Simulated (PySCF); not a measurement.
Molecule: C2H3O2, net charge 0, doublet state. It need not be the lowest isomer of its formula. 
Coordinates optimised at B3LYP-D3(BJ)/def2-TZVP (Ansatz):
```
C
O 1 1.2154
O 1 1.3607 2 122.32
H 3 0.9692 1 106.70 2 0.00
C 1 1.4405 2 124.80 3 -180.00
H 5 1.0785 1 118.11 2 0.00
H 5 1.0794 6 120.76 1 -180.00
```
Charge 0, spin multiplicity 2.

Dispersion corrections to the total energy (kcal/mol) from the dftd3 and dftd4 libraries through PySCF: D3(BJ) without and D4 with the three-body term, each with the damping fitted for the functional named.

```json
[
 {"functional": "revPBE", "D3(BJ)": "-6.15", "D4": "-8.13"},
 {"functional": "B2PLYP", "D3(BJ)": "[?]", "D4": "-1.49"},
 {"functional": "PBE", "D3(BJ)": "[?]", "D4": "-2.15"},
 {"functional": "PBE0", "D3(BJ)": "-1.89", "D4": "-1.76"},
 {"functional": "BHLYP", "D3(BJ)": "-2.93", "D4": "-2.30"},
 {"functional": "LC-wPBE", "D3(BJ)": "-1.99", "D4": "-2.36"},
 {"functional": "B2GP-PLYP", "D3(BJ)": "-1.22", "D4": "[?]"}
]
```

Q: Complete the blanks.

A: 
- B2PLYP, D3(BJ): -1.71
- PBE, D3(BJ): -2.28
- B2GP-PLYP, D4: -0.86
